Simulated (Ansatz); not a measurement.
Relaxed structures of CH5NSi, closed shell (PBE0-D4/def2-TZVP; forces vanish, vibrations not checked; lower isomers may exist, and structures with a doubtful reference or unclear bonds are left out; Å). Program: Ansatz 0.2.0. Basis: def2-TZVPP. Cores are frozen in the correlated methods.

(1) Rank them by CCSD(T) energy, lowest first, and give each one's height above the lowest. Links in brackets join atoms within 1.22 times the sum of their covalent radii (1.1 for two metals). (To be estimated.)
A.
CH₅NSi ([CH3][SiH][NH])
```
8
angstrom
C -0.7175 0.8392 -0.4472
Si 0.5853 -0.3525 0.0963
N 0.2345 -1.5034 1.1415
H -0.8584 0.7873 -1.5304
H -0.4247 1.8652 -0.2074
H -1.6602 0.6082 0.0498
H 1.9038 -0.0808 -0.5506
H 0.9372 -2.1631 1.4480
```
B.
CH₅NSi ([CH3][NH][SiH])
```
8
angstrom
C -0.5754 0.7226 -0.3989
Si -0.0514 -1.4962 1.2308
N 0.3439 -0.2724 0.1087
H -0.6849 0.6552 -1.4860
H -0.2497 1.7380 -0.1516
H -1.5585 0.5640 0.0504
H 1.2763 -0.1836 -0.2674
H 1.3654 -2.0804 1.2429
```
C.
CH₅NSi ([CH2][SiH][NH2])
```
8
angstrom
C -0.4668 0.9786 -0.5842
Si 0.6252 -0.1055 0.1202
N 0.2569 -1.4636 1.0591
H -1.5443 0.9120 -0.5039
H -0.0809 1.8091 -1.1633
H -0.6791 -1.7496 1.2878
H 2.0922 0.0058 -0.0032
H 0.9638 -2.0631 1.4461
```

No T1 diagnostic of these runs exceeds 0.016.

Results:

(1) Computed: A (0.000 eV), C (0.078 eV), B (0.156 eV). Heights count from the lowest.

For scale, one of the runs: CCSD(T)/def2-TZVPP, 174 basis functions, launched by `ansatz run in.yaml --threads 2 --pin off --events-out ev --progress --plain --max-ram 4352MiB`. Time: 26 s of wall clock on 2 CPU threads of an Arm Neoverse V2; the host was shared. Peak host memory: 1.5 GiB.
